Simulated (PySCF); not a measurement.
**AlF + HF → AlH + F₂**

Level: PBE in the def2-TZVP basis family, all electrons, no relativity, computed in PySCF with density fitting; open shells unrestricted.

```
species         state and structure      E (Eh)  ZPE (kJ/mol)  H(298 K) − H(0) (kJ/mol)  S° (J/(mol K))
    AlF  singlet, C∞v, Al–F 1.685 Å  -342.15575           4.5                       8.9           215.6
     HF   singlet, C∞v, H–F 0.932 Å  -100.39132          23.8                       8.7           173.9
    AlH  singlet, C∞v, Al–H 1.680 Å  -242.83773           9.5                       8.7           188.0
     F₂   singlet, D∞h, F–F 1.413 Å  -199.42304           6.0                       8.8           202.5
```

**Question.** What is the electronic reaction energy?

**Answer.** At PBE/def2-TZVP, ΔE = 751.7 kJ/mol from the differences of the total energies times 2625.5, uphill. 

**Question.** Add zero-point, thermal and entropy terms for 298.15 K and 1 bar.

**Answer.** ΔZPE = -12.8 and Δ[H(298) − H(0)] = -0.1 kJ/mol give ΔH° = 738.8 kJ/mol. ΔS° = 1.0 J/(mol K), so ΔG° = 738.8 − 298.15 × (0.0010) = 739 kJ/mol.

Each species is the lowest minimum found with this bonding; other isomers or fragments can lie lower.
